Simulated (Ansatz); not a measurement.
# CHO₂ radical: functionals against CCSD(T) at one geometry

How do the functionals fare away from a minimum? The structure is a structure displaced at random from a GFN2-xTB minimum.

Method: single points in def2-TZVPP; program: Ansatz 0.2.0, Gaussian basis.

Correlated methods freeze the cores. Orbitals are unrestricted.

## Step 1: Where the work starts

SMILES `O=[C]O`, 4 atoms, charge 0, spin multiplicity 2.

Atoms are counted from 1 here; the program's logs count them from 0.

Bond lengths: O1–C2 1.155 Å, C2–O3 1.273 Å, O3–H4 0.945 Å. Angles: O1–C2–O3 134.4°, C2–O3–H4 115.7°.

As a file:

```xyz
4
CHO2
O     0.08420    0.31930    1.36610
C     0.46100   -0.26180    0.44130
O     0.11250   -0.31240   -0.78170
H    -0.61360    0.24130   -1.02320
```

## Step 2: CCSD(T)/def2-TZVPP

File run/in.yaml:

```yaml
crystal:
  periodic: [false, false, false]
  atoms:
    - {symbol: O, position_ang: [0.084200, 0.319300, 1.366100]}
    - {symbol: C, position_ang: [0.461000, -0.261800, 0.441300]}
    - {symbol: O, position_ang: [0.112500, -0.312400, -0.781700]}
    - {symbol: H, position_ang: [-0.613600, 0.241300, -1.023200]}
basis:
  gaussian: {orbitals: def2-TZVPP}
magnetization: {spin_polarized: true, initial_magnetization: 1}
correlation: {method: ccsd_t}
scf: {omitted_lower_state_checks: [cluster_reference]}
output: {forces: true}
```

Launch:

```
$ ansatz run in.yaml --threads 4 --pin off --events-out ev --progress --plain --max-ram 5222MiB
```

## Step 3: PBE0-D4/def2-TZVPP

run/in.yaml: that of step 2 with these lines changed.

```diff
@@ -10,4 +10,3 @@
 magnetization: {spin_polarized: true, initial_magnetization: 1}
-correlation: {method: ccsd_t}
-scf: {omitted_lower_state_checks: [cluster_reference]}
-output: {forces: true}
+hamiltonian: {xc: pbe0, dispersion: d4}
+output: {forces: true, orbitals: {seedname: orbitals}}
```

## Step 4: wB97M-V/def2-TZVPP

run/in.yaml: that of step 3 with these lines changed.

```diff
@@ -10,3 +10,3 @@
 magnetization: {spin_polarized: true, initial_magnetization: 1}
-hamiltonian: {xc: pbe0, dispersion: d4}
-output: {forces: true, orbitals: {seedname: orbitals}}
+hamiltonian: {xc: {name: wB97M-V}}
+output: {forces: true}
```

## Step 5: r2SCAN-D4/def2-TZVPP

run/in.yaml: that of step 4 with these lines changed.

```diff
@@ -10,3 +10,3 @@
 magnetization: {spin_polarized: true, initial_magnetization: 1}
-hamiltonian: {xc: {name: wB97M-V}}
+hamiltonian: {xc: r2scan, dispersion: d4}
 output: {forces: true}
```

## Step 6: PBE-D4/def2-TZVPP

run/in.yaml: that of step 5 with these lines changed.

```diff
@@ -10,3 +10,3 @@
 magnetization: {spin_polarized: true, initial_magnetization: 1}
-hamiltonian: {xc: r2scan, dispersion: d4}
+hamiltonian: {xc: pbe, dispersion: d4}
 output: {forces: true}
```

## Step 7: CAM-B3LYP-D4/def2-TZVPP

run/in.yaml: that of step 6 with these lines changed.

```diff
@@ -10,3 +10,3 @@
 magnetization: {spin_polarized: true, initial_magnetization: 1}
-hamiltonian: {xc: pbe, dispersion: d4}
+hamiltonian: {xc: {name: CAM-B3LYP}, dispersion: d4}
 output: {forces: true}
```

## Step 8: r2SCAN0-D4/def2-TZVPP

run/in.yaml: that of step 7 with these lines changed.

```diff
@@ -10,3 +10,3 @@
 magnetization: {spin_polarized: true, initial_magnetization: 1}
-hamiltonian: {xc: {name: CAM-B3LYP}, dispersion: d4}
+hamiltonian: {xc: {name: r2SCAN0}, dispersion: d4}
 output: {forces: true}
```

(Steps that only read results are left out.)

**Question.** What will these runs give? Wanted: energy less free atoms, CCSD(T)/def2-TZVPP; RMS force component; RMS force error; HOMO and LUMO, PBE0-D4; T1 diagnostic.

As calculated:

| quantity | value |
| --- | --- |
| energy less free atoms, CCSD(T)/def2-TZVPP | -1574.2 kJ/mol |
| RMS force component | 1.057 to 1.756 eV/Å over the methods |
| RMS force error | PBE0-D4 0.379, wB97M-V 0.290, r2SCAN-D4 0.244, PBE-D4 0.402, CAM-B3LYP-D4 0.417, r2SCAN0-D4 0.527 eV/Å |
| HOMO and LUMO, PBE0-D4 | -6.67 and -2.06 eV |
| T1 diagnostic | 0.021 |

In words: Against CCSD(T) the functionals' energies less atoms differ by -170.2 to -19.9 kJ/mol, PBE-D4 by -170.2 kJ/mol. CCSD(T) in triple zeta still lacks some correlation energy of the bonds, so part of these gaps is its own basis error and they don't rank the functionals. On forces the order runs from r2SCAN-D4 to r2SCAN0-D4. Frozen-core CCSD(T) forces in triple zeta carry basis errors of their own, and this is one geometry, so small gaps rank nothing.
